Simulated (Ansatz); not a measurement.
```yaml
crystal:
  periodic: [false, false, false]
  atoms:
    - {symbol: Hf, position_ang: [0.002011, 0.000064, -0.068756]}
    - {symbol: N, position_ang: [-0.025235, 1.871868, 0.439474]}
    - {symbol: N, position_ang: [-0.000396, -1.872687, 0.436702]}
basis:
  gaussian: {orbitals: def2-TZVP}
magnetization: {spin_polarized: true, initial_magnetization: 4}
hamiltonian: {xc: pbe0}
relax: {f_tol: 0.004, max_steps: 80}
```

```sh
$ ansatz run in.yaml --threads 1 --pin off --events-out ev --progress --plain --max-ram 2176MiB
```

Steps of the relaxation (energy above the last step; positions in Å, forces in eV/Å):

```
3
step 1, 425.6 meV
Hf    0.002    0.000   -0.069    0.018    0.001   -0.627
N    -0.025    1.872    0.439   -0.010    0.172    0.313
N     0.000   -1.873    0.437   -0.008   -0.173    0.313
```

```
3
step 2, 352.9 meV
Hf    0.005    0.000   -0.160    0.011    0.000   -0.366
N    -0.026    1.845    0.485   -0.004   -0.255    0.183
N    -0.002   -1.846    0.482   -0.007    0.254    0.183
```

```
3
step 3, 218.8 meV
Hf    0.010    0.000   -0.357   -0.002    0.000    0.059
N    -0.029    1.750    0.583    0.006   -0.813   -0.030
N    -0.005   -1.751    0.581   -0.005    0.813   -0.029
```

```
3
step 7, 0.0 meV
Hf    0.017    0.001   -0.582    0.000    0.000    0.000
N    -0.030    1.484    0.696    0.000    0.000    0.000
N    -0.010   -1.485    0.693    0.000    0.000    0.000
```

Close pairs at the end: Hf1–N3 1.958 Å, Hf1–N2 1.958 Å.

A stationary point of unrestricted PBE0 after 7 steps, with ⟨S²⟩ = 6.065 against 6.00 for a pure state; no frequencies were run, so it isn't proven a minimum. 2 min on 1 thread of Arm Neoverse V1, shared host.
